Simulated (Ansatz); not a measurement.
Input file:

```yaml
crystal:
  periodic: [false, false, false]
  atoms:
    - { symbol: Si, position_ang: [0.000283, 0.0, -0.011293] }
    - { symbol: H, position_ang: [9.8e-05, 0.0, 1.544106] }
    - { symbol: H, position_ang: [1.412707, 0.0, -0.495771] }
    - { symbol: H, position_ang: [-0.705846, 1.223149, -0.496041] }
    - { symbol: H, position_ang: [-0.705846, -1.223149, -0.496041] }
    - { symbol: H, position_ang: [6.0e-06, 0.0, 2.876441] }
magnetization:
  spin_polarized: true
  initial_magnetization: 1
basis:
  gaussian: { orbitals: def2-SVP }
hamiltonian:
  xc: pbe0
md:
  timestep: 0.5
  n_steps: 200
  ensemble: nve
  temperature: 100.0
  initial_velocities: maxwell_boltzmann
  seed: 5586
```

Launched with:

```bash
$ ansatz run input.yaml --threads 1 --pin off --max-ram 2048MiB --backend cpu --events-out ev --progress --plain --runs-dir out
```

Hardware: 1 thread of Arm Neoverse V1, on a shared host.

Roughly how long does this run take, and how much memory?

3.4 min, with a peak of 0.092 GiB, for 201 ionic steps.
